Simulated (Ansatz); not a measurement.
Si2H7Cl, closed shell: at a first-order saddle point.

in.yaml

```yaml
crystal:
  periodic: [false, false, false]
  atoms:
    - {symbol: Si, position_ang: [-0.648084, 0.891363, -0.612485]}
    - {symbol: H, position_ang: [-0.383194, -0.916423, -0.485154]}
    - {symbol: H, position_ang: [-2.117808, 0.754287, -0.446205]}
    - {symbol: H, position_ang: [-0.240126, 2.172619, 0.022127]}
    - {symbol: Cl, position_ang: [-0.184892, 1.064647, -2.614500]}
    - {symbol: H, position_ang: [-0.059042, -1.769157, -0.025277]}
    - {symbol: Si, position_ang: [0.768290, -0.619598, 0.863723]}
    - {symbol: H, position_ang: [-0.554637, -0.507289, 1.559659]}
    - {symbol: H, position_ang: [1.710321, -0.663218, -0.287180]}
    - {symbol: H, position_ang: [1.709171, -0.407231, 2.025192]}
basis:
  gaussian: {orbitals: def2-TZVPP}
hamiltonian: {xc: {name: CAM-B3LYP}, dispersion: d4}
```

Run by:

```bash
ansatz run in.yaml --threads 4 --pin off --events-out ev --progress --plain --max-ram 9574MiB
```

Output of Ansatz 0.2.0:

```
Functional definition: CAM-B3LYP
  name "CAM-B3LYP"
  cite "Yanai, Tew & Handy, Chem. Phys. Lett. 393, 51 (2004) doi:10.1016/j.cplett.2004.06.011"
  cite "Iikura, Tsuneda, Yanai & Hirao, J. Chem. Phys. 115, 3540 (2001) doi:10.1063/1.1383587"
  cite "Becke, Phys. Rev. A 38, 3098 (1988) doi:10.1103/PhysRevA.38.3098"
  cite "Lee, Yang & Parr, Phys. Rev. B 37, 785 (1988) doi:10.1103/PhysRevB.37.785"
  cite "Vosko, Wilk & Nusair, Can. J. Phys. 58, 1200 (1980) doi:10.1139/p80-159"
  parameter alpha = 0.19
  parameter beta = 0.46
  parameter omega = 0.33/bohr
  parameter ac = 0.81
  # Exact exchange under (alpha + beta erf(omega r))/r, Becke's under what is left of 1/r.
  exchange = (1 - alpha - beta)*b88_x + beta*b88_x_sr(omega) + alpha*exact_x + beta*exact_x_lr(omega)
  correlation = (1 - ac)*vwn5_c + ac*lyp_c
1308 factors; their error is unknown
318 factors; integrals over basis functions are off by at most 1.4e-5 eV
mean field evaluation 1: about -28390.3475 eV, gradient 1.3e1 eV
mean field evaluation 2: about -28390.7223 eV, gradient 7.2e0 eV
mean field evaluation 4: about -28390.8141 eV, gradient 4.3e-1 eV
mean field evaluation 8: about -28390.8496 eV, gradient 2.6e-1 eV
mean field evaluation 16: about -28390.8497 eV, gradient 3.5e-5 eV
mean field -28390.84972338 eV, -1043.3444833250 hartree, gradient 3.5e-5 eV, S^2 0.000000; 0 other end points of the search recorded, 0 dependent functions left out
reference -28390.84986227 eV, -1043.3444884293 hartree; 26, 26 occupied and 198, 198 virtual orbitals, 1308 factors
Total energy: -28391.04487048 eV, -1043.3516548489 hartree
```

The lines “mean field evaluation” count trial sets of orbitals through the whole run, from several starts and some on an approximate energy, so they need not fall steadily or lie above the final value.

The run took about 1.8 s on 4 CPU threads of an Arm Neoverse V2 (shared host).
